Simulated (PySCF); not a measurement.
Molecule: ethylketene, C$_{4}$H$_{6}$O.

Numbering as in the mapped SMILES `[CH3:1][CH2:2][CH:3]=[C:4]=[O:5]` (H(Xn): hydrogen on atom n).

Spin–spin couplings on one PBE0-D3(BJ)/def2-SVP geometry, PySCF 2.14, gas phase, non-relativistic, equivalent pairs averaged (without the spin–dipole term); isotopes 13C, 1H; functional B3LYP.

Q: How do the couplings (Hz) change with the basis set? Times are CPU seconds on shared hosts with different chips, so compare them loosely. Far from the basis limit: 6-31G*, pcJ-0, 6-31G-J, def2-TZVP, cc-pVTZ.

A: 
```tsv
basis set	functions	1J(C3,H(C3))	1J(C2,H(C2))	1J(C1,H(C1))	1J(C3,C4)	1J(C2,C3)	1J(C1,C2)	2J(H(C2),H(C2))	core-s
6-31G*	82	177.3	148.0	141.4	120.3	62.9	48.9	-17.1	4.3
pcJ-0	83	163.0	116.5	113.9	90.8	41.2	27.7	-15.8	3.8
6-31G-J	84	186.1	139.6	137.1	117.9	52.5	37.5	-18.9	4.3
def2-TZVP	191	171.3	127.7	125.7	120.4	50.2	35.7	-13.8	13
pcJ-1	195	179.3	135.1	133.2	121.6	51.4	37.6	-16.2	24
cc-pVTZ	234	162.0	118.5	118.4	149.6	41.2	26.6	-13.5	17
```

The Fermi-contact term samples the wavefunction at the nucleus, which is why sets with added tight s functions (names with J) are made for couplings.
